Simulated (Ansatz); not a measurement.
The input, for Ansatz 0.2.0:

```yaml
crystal:
  periodic: [false, false, false]
  atoms:
    - {symbol: B, position_ang: [0.000000, 0.000000, 1.817000]}
    - {symbol: Al, position_ang: [0.000000, 0.000000, -0.120000]}
    - {symbol: H, position_ang: [0.000000, 0.000000, -1.697000]}
basis:
  gaussian: {orbitals: 6-31G}
magnetization: {spin_polarized: false, initial_magnetization: 3}
correlation: {active_space: {window: {electrons: 9, orbitals: 6}, states: [{multiplicity: 4, weights: [0.5, 1]}]}}
frozen_core: true
```

```sh
$ ansatz run in.yaml --threads 1 --pin off --events-out ev --progress --plain --max-ram 2393MiB
```

**Question.** How does this run end?

**Answer.** Refused. The input was made wrong on purpose (unknown input key), so the run isn't a sound calculation of what was asked.
```
Error: YAML parse error: error: line 11 column 1: unknown field `frozen_core`, expected one of crystal, accuracy, basis, kpoints, hamiltonian, magnetization, projection, total_charge, correlation, batch, efield, external_charges, scf, relax, neb, saddle, md, ramp, phonons, dielectric, real_time, elastic, magnetic_configurations, gw, evaluate, workflow, output, checkpoint, execution
  --> <input>:11:1
   |
 9 | magnetization: {spin_polarized: false, initial_magnetization: 3}
10 | correlation: {active_space: {window: {electrons: 9, orbitals: 6},…
11 | frozen_core: true
   | ^ unknown field `frozen_core`, expected one of crystal, accuracy, basis, kpoints, hamiltonian, magnetization, projection, total_charge, correlation, batch, efield, external_charges, scf, relax, neb, saddle, md, ramp, phonons, dielectric, real_time, elastic, magnetic_configurations, gw, evaluate, workflow, output, checkpoint, execution
```
